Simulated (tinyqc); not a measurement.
Worked calculation: RKS/BLYP in the sto-3g basis, for H2F+, spin multiplicity 1. One step of it, computed by the program tinyqc.

Task: Iteration 2: building the Kohn-Sham matrix. J_ij = sum D_kl (ij|kl); F = H + J + V_xc; E = tr D H + tr D J / 2 + E_xc + E_nn.

D after iteration 1, lower triangle:
```
            1F 1s      1F 2s    1F 2px     1F 2py    1F 2pz      2H 1s     3H 1s
1F 1s    2.111844
1F 2s   -0.469704   2.038475
1F 2px   0.000000   0.000000  2.000000
1F 2py   0.000043   0.008002  0.000000   0.937259
1F 2pz   0.079014  -0.460165  0.000000  -0.010664  1.483460
2H 1s   -0.021241  -0.010540  0.000000   0.534466  0.422613   0.436134
3H 1s   -0.022210  -0.023911  0.000000  -0.517477  0.414084  -0.170304  0.404267
```

core Hamiltonian H = T + V (hartree), lower triangle:
```
             1F 1s       1F 2s     1F 2px     1F 2py     1F 2pz      2H 1s      3H 1s
1F 1s   -41.174340
1F 2s    -9.663197  -11.643644
1F 2px    0.000000    0.000000  -9.262948
1F 2py    0.001554    0.016224   0.000000  -9.426569
1F 2pz   -0.016232   -0.194115   0.000000   0.007872  -9.331366
2H 1s    -1.869859   -4.063574   0.000000  -2.203969  -1.484457  -5.631725
3H 1s    -2.141351   -4.486649   0.000000   2.372245  -1.594781  -1.751693  -5.890344
```

Two-electron integrals (ij|kl) in chemists' order, unique and non-zero (hartree):
```
(11|11) 5.403501    (21|11) 0.841920    (21|21) 0.156299    (22|11) 1.268028
(22|21) 0.292344    (22|22) 0.926167    (31|31) 0.027998    (32|31) 0.043169
(32|32) 0.204588    (33|11) 1.264502    (33|21) 0.292403    (33|22) 0.925959
(33|33) 0.997514    (41|41) 0.027998    (42|41) 0.043169    (42|42) 0.204588
(43|43) 0.053770    (44|11) 1.264502    (44|21) 0.292403    (44|22) 0.925959
(44|33) 0.889973    (44|44) 0.997514    (51|51) 0.027998    (52|51) 0.043169
(52|52) 0.204588    (53|53) 0.053770    (54|54) 0.053770    (55|11) 1.264502
(55|21) 0.292403    (55|22) 0.925959    (55|33) 0.889973    (55|44) 0.889973
(55|55) 0.997514    (61|11) 0.164313    (61|21) 0.030231    (61|22) 0.056133
(61|33) 0.056050    (61|41) 0.001039    (61|42) 0.001941    (61|44) 0.056233
(61|51) 0.000672    (61|52) 0.001255    (61|54) 0.000118    (61|55) 0.056126
(61|61) 0.005908    (62|11) 0.398794    (62|21) 0.093102    (62|22) 0.327084
(62|33) 0.322421    (62|41) 0.005305    (62|42) 0.040693    (62|44) 0.332065
(62|51) 0.003430    (62|52) 0.026312    (62|54) 0.006236    (62|55) 0.326454
(62|61) 0.018247    (62|62) 0.139866    (63|31) 0.009954    (63|32) 0.058191
(63|43) 0.008654    (63|53) 0.005596    (63|63) 0.021174    (64|11) 0.221530
(64|21) 0.052403    (64|22) 0.197141    (64|33) 0.188595    (64|41) 0.012576
(64|42) 0.081604    (64|44) 0.211620    (64|51) 0.001696    (64|52) 0.015139
(64|54) 0.009292    (64|55) 0.190986    (64|61) 0.010721    (64|62) 0.103314
(64|64) 0.096934    (65|11) 0.143245    (65|21) 0.033885    (65|22) 0.127475
(65|33) 0.121949    (65|41) 0.001696    (65|42) 0.015139    (65|44) 0.125646
(65|51) 0.011050    (65|52) 0.067980    (65|54) 0.011044    (65|55) 0.134686
(65|61) 0.006932    (65|62) 0.066804    (65|64) 0.048988    (65|65) 0.052850
(66|11) 0.535448    (66|21) 0.127065    (66|22) 0.513457    (66|33) 0.495492
(66|41) 0.009509    (66|42) 0.101398    (66|44) 0.533070    (66|51) 0.006149
(66|52) 0.065565    (66|54) 0.024299    (66|55) 0.511204    (66|61) 0.025087
(66|62) 0.275545    (66|64) 0.236402    (66|65) 0.152861    (66|66) 0.774606
(71|11) 0.188480    (71|21) 0.034661    (71|22) 0.064308    (71|33) 0.064214
(71|41) -0.001178   (71|42) -0.002197   (71|44) 0.064418    (71|51) 0.000762
(71|52) 0.001421    (71|54) -0.000132   (71|55) 0.064299    (71|61) 0.006681
(71|62) 0.020312    (71|64) 0.010927    (71|65) 0.007718    (71|66) 0.027640
(71|71) 0.007765    (72|11) 0.442284    (72|21) 0.103188    (72|22) 0.360727
(72|33) 0.355708    (72|41) -0.005836   (72|42) -0.044174   (72|44) 0.366086
(72|51) 0.003774    (72|52) 0.028566    (72|54) -0.006711   (72|55) 0.360048
(72|61) 0.019651    (72|62) 0.126743    (72|64) 0.064278    (72|65) 0.058527
(72|66) 0.205005    (72|71) 0.023157    (72|72) 0.167907    (73|31) 0.011219
(73|32) 0.064890    (73|43) -0.009461   (73|53) 0.006118    (73|63) 0.018778
(73|73) 0.025862    (74|11) -0.239594   (74|21) -0.056660   (74|22) -0.212187
(74|33) -0.202889   (74|41) 0.014052    (74|42) 0.089878    (74|44) -0.227971
(74|51) -0.001832   (74|52) -0.016159   (74|54) 0.010102    (74|55) -0.205465
(74|61) -0.010287   (74|62) -0.062039   (74|64) -0.012976   (74|65) -0.028029
(74|66) -0.088169   (74|71) -0.013291   (74|72) -0.121022   (74|74) 0.112532
(75|11) 0.154938    (75|21) 0.036640    (75|22) 0.137214    (75|33) 0.131201
(75|41) -0.001832   (75|42) -0.016159   (75|44) 0.135185    (75|51) 0.012404
(75|52) 0.075339    (75|54) -0.012037   (75|55) 0.145104    (75|61) 0.007301
(75|62) 0.057551    (75|64) 0.028494    (75|65) 0.045025    (75|66) 0.103196
(75|71) 0.008595    (75|72) 0.078261    (75|74) -0.056046   (75|75) 0.062106
(76|11) 0.160680    (76|21) 0.037851    (76|22) 0.144262    (76|33) 0.141685
(76|41) 0.000049    (76|42) 0.000548    (76|44) 0.144504    (76|51) 0.002237
(76|52) 0.020402    (76|54) 0.000124    (76|55) 0.146444    (76|61) 0.007342
(76|62) 0.061254    (76|64) 0.039545    (76|65) 0.033277    (76|66) 0.126678
(76|71) 0.008403    (76|72) 0.066430    (76|74) -0.041210   (76|75) 0.035366
(76|76) 0.032218    (77|11) 0.563990    (77|21) 0.133743    (77|22) 0.536138
(77|33) 0.517215    (77|41) -0.010285   (77|42) -0.106845   (77|44) 0.556799
(77|51) 0.006651    (77|52) 0.069093    (77|54) -0.025598   (77|55) 0.533768
(77|61) 0.025387    (77|62) 0.193759    (77|64) 0.086391    (77|65) 0.099298
(77|66) 0.336031    (77|71) 0.030257    (77|72) 0.307899    (77|74) -0.257781
(77|75) 0.166698    (77|76) 0.126678    (77|77) 0.774606
```

nuclear repulsion = 10.68581065 hartree

V_xc (hartree), lower triangle:
```
            1F 1s      1F 2s     1F 2px     1F 2py     1F 2pz      2H 1s      3H 1s
1F 1s   -3.399633
1F 2s   -0.473263  -0.909296
1F 2px   0.000000   0.000000  -0.914508
1F 2py  -0.000086   0.001123   0.000000  -0.881833
1F 2pz   0.003168   0.003787   0.000000   0.000697  -0.906570
2H 1s   -0.093260  -0.301059   0.000000  -0.180730  -0.119330  -0.458354
3H 1s   -0.106968  -0.332147   0.000000   0.193423  -0.127829  -0.120164  -0.470033
```

E_xc = sum of w rho eps_xc = -10.52154707 hartree

Give: Coulomb J; Kohn-Sham matrix F; total energy of this density.

Result:

Coulomb J (hartree), lower triangle:
```
          1F 1s    1F 2s  1F 2px   1F 2py  1F 2pz   2H 1s   3H 1s
1F 1s   19.8913
1F 2s    3.7803   9.3985
1F 2px   0.0000   0.0000  9.4039
1F 2py  -0.0003  -0.0010  0.0000   9.3773
1F 2pz  -0.0077   0.0188  0.0000  -0.0019  9.3875
2H 1s    0.7309   3.2844  0.0000   1.9672  1.2851  5.2200
3H 1s    0.8379   3.6218  0.0000  -2.1147  1.3821  1.4482  5.4192
```

Kohn-Sham matrix F (hartree), lower triangle:
```
           1F 1s    1F 2s   1F 2px   1F 2py   1F 2pz    2H 1s    3H 1s
1F 1s   -24.6826
1F 2s    -6.3562  -3.1544
1F 2px    0.0000   0.0000  -0.7736
1F 2py    0.0011   0.0164   0.0000  -0.9311
1F 2pz   -0.0208  -0.1715   0.0000   0.0067  -0.8505
2H 1s    -1.2322  -1.0802   0.0000  -0.4175  -0.3186  -0.8701
3H 1s    -1.4104  -1.1970   0.0000   0.4510  -0.3405  -0.4237  -0.9412
```

total energy of this density = -98.974857 hartree
